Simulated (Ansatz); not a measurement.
**CH, doublet: the ladder up to full CI**

Geometry: MP2(full)/6-31G*, from the G2/97 set.

```xyz
2

C     0.0000    0.0000    0.0000
H     0.0000    0.0000    1.1205
```

Basis cc-pVDZ; Ansatz 0.2.0. Correlated methods freeze the noble-gas cores, which leaves 5 electrons in 18 orbitals. Prefix R: restricted or restricted open-shell reference; prefix U: unrestricted. Active spaces: valence = (5e, 5o) chosen from the atoms' valence shells.

Full CI is exact within this basis and frozen core; it isn't the basis-set limit. The frozen core follows each run's orbitals, which can shift R against U totals by a few meV.

For open shells CISD and CISDTQ are restricted-active-space CI with the open shells as a complete middle space.

```
UHF ⟨S²⟩                          : 1.087
T1 diagnostic (RCCSD)             : 0.0158
largest doubles amplitude (RCCSD) : 0.100
```

```json
{"level": "RHF", "E − E(full CI) (kcal/mol)": "70.00", "share of correlation (%)": "0.00", "wall time": "–"}
{"level": "RMP2", "E − E(full CI) (kcal/mol)": "17.70", "share of correlation (%)": "74.71", "wall time": "–"}
{"level": "CISD", "E − E(full CI) (kcal/mol)": "3.21", "share of correlation (%)": "95.42", "wall time": "0.25 s"}
{"level": "RCCSD", "E − E(full CI) (kcal/mol)": "1.54", "share of correlation (%)": "97.80", "wall time": "–"}
{"level": "RCCSD(T)", "E − E(full CI) (kcal/mol)": "0.37", "share of correlation (%)": "99.47", "wall time": "0.28 s"}
{"level": "BCCD(T)", "E − E(full CI) (kcal/mol)": "0.37", "share of correlation (%)": "99.47", "wall time": "0.37 s"}
{"level": "RCCSDT", "E − E(full CI) (kcal/mol)": "0.05", "share of correlation (%)": "99.93", "wall time": "–"}
{"level": "CISDTQ", "E − E(full CI) (kcal/mol)": "0.03", "share of correlation (%)": "99.96", "wall time": "0.55 s"}
{"level": "RCCSDT(Q)", "E − E(full CI) (kcal/mol)": "0.01", "share of correlation (%)": "99.99", "wall time": "1.1 s"}
{"level": "RCCSDTQ", "E − E(full CI) (kcal/mol)": "0.00", "share of correlation (%)": "100.00", "wall time": "4.6 s"}
{"level": "CASSCF (valence space)", "E − E(full CI) (kcal/mol)": "43.98", "share of correlation (%)": "37.17", "wall time": "–"}
{"level": "NEVPT2 (valence space)", "E − E(full CI) (kcal/mol)": "11.20", "share of correlation (%)": "84.00", "wall time": "0.15 s"}
{"level": "MRCISD (valence space)", "E − E(full CI) (kcal/mol)": "1.24", "share of correlation (%)": "98.23", "wall time": "–"}
{"level": "MRCISD+Q (valence space)", "E − E(full CI) (kcal/mol)": "-0.07", "share of correlation (%)": "100.10", "wall time": "0.34 s"}
```

The correlation energy at full CI, counted from RHF, is -3.035 eV. That run took 0.52 s on 1 thread of AMD EPYC 7R13, shared host over 31,184 determinants.

Run but not shown, since their state or frozen core can't be matched to the reference's or they repeat it: UHF, UMP2, UCCSD, UCCSD(T), UCCSDT, UCCSDT(Q), UCCSDTQ.

Times hold each run's SCF and search for its determinant on a shared host, so for small cases they say little of a method's own cost; they ran on 1 thread of AMD EPYC 7R13.

The full-CI state has the irrep B1 of C2v, in the program's axes (one component, if the state is degenerate).

Natural occupations of full CI about the gap: 1.960 1.916 0.991 0.061 0.027 0.010 0.008 0.006 0.005 0.005; effectively unpaired electrons, Σ n²(2−n)², 1.05.

Atomization energy (electronic, same basis, no zero-point term; atoms at the same level, unrestricted beside the R rows where the molecule is a closed shell, with restricted open-shell steps beyond CCSDT(Q)) at full CI: 316.1 kJ/mol. Errors of other levels:

```tsv
level	error (kJ/mol)
RHF	-87.4
RMP2	-14.4
CISD	-9.0
RCCSD	-3.0
RCCSD(T)	-0.7
BCCD(T)	-0.7
RCCSDT	-0.2
CISDTQ	-0.1
RCCSDT(Q)	-0.1
RCCSDTQ	0.0
CASSCF (valence space)	-27.4
NEVPT2 (valence space)	-9.3
MRCISD (valence space)	-3.3
MRCISD+Q (valence space)	-2.5
```

This basis is far from its limit, so the value isn't to be set against a measured one. Truncated CI isn't size-consistent, which counts against it in atomization.
